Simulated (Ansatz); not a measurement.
Cartesian coordinates (Å):
SMILES: C(C#C)C
```xyz
10

C      2.2548    -0.1952    -0.5179
C      1.0887    -0.4050    -0.3266
C     -0.3320    -0.6271    -0.0898
C     -1.1276     0.6789     0.0368
H      3.2868    -0.0140    -0.6909
H     -0.4519    -1.2230     0.8197
H     -0.7389    -1.2304    -0.9067
H     -1.0432     1.2722    -0.8739
H     -0.7541     1.2796     0.8664
H     -2.1826     0.4641     0.2129
```
Charge 0, spin multiplicity 1.

Calculation: frozen-core CCSD(T)/def2-TZVPP // B3LYP-D3(BJ)/def2-TZVP in Ansatz (an electronic-structure program).

The HF energy is -154.96084 Ha and the MP2 correlation energy is -0.65307 Ha.

Problem. Estimate the CCSD correlation energy, the (T) correction, the total energy and the T1 diagnostic.

Solution. 
```
Property                        Result
-----------------------  -------------
CCSD correlation energy    -0.68527 Ha
(T) correction             -0.03088 Ha
CCSD(T) total energy     -155.67700 Ha
T1 diagnostic                    0.011
```
